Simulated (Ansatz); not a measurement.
Reaction (SMILES): FCl (F-Cl) → F atom + Cl atom
B3LYP-D3(BJ)/def2-TZVP geometries, fixed; electronic energies without zero-point terms.
Largest species:
```
F
Cl 1 1.6409
```
Charge 0, spin multiplicity 1.

The bond dissociation energy at CCSD(T) with Ansatz (a first-principles code), in kcal/mol, split into its Hartree-Fock and correlation parts. Cores are frozen. Open shells are unrestricted. No added dispersion term, no relativity. Functions are those of the species that has most.

| basis | X | functions | Hartree-Fock | CCSD(T) |
|---|---|---|---|---|
| aug-cc-pV(D+d)Z | 2 | 55 | 5.91 | 53.35 |
| aug-cc-pV(T+d)Z | 3 | 101 | 7.65 | 59.08 |
| aug-cc-pV(Q+d)Z | 4 | 169 | 8.09 | 61.20 |

Worked estimate of the basis-set limit from each neighbouring pair, with Hartree-Fock from the larger set and the correlation part extrapolated as X^-3.
Correlation parts: X = 2: 47.44, X = 3: 51.43, X = 4: 53.11.
- (2,3): (27·(51.43) - 8·(47.44))/19 = 53.11; with Hartree-Fock 7.65 the estimate is 60.76 kcal/mol.
- (3,4): (64·(53.11) - 27·(51.43))/37 = 54.34; with Hartree-Fock 8.09 the estimate is 62.43 kcal/mol.
The last two estimates differ by 1.67 kcal/mol; the largest set lies 1.23 from the last. Over the last step Hartree-Fock moves by 0.44 and the correlation part by 1.68.
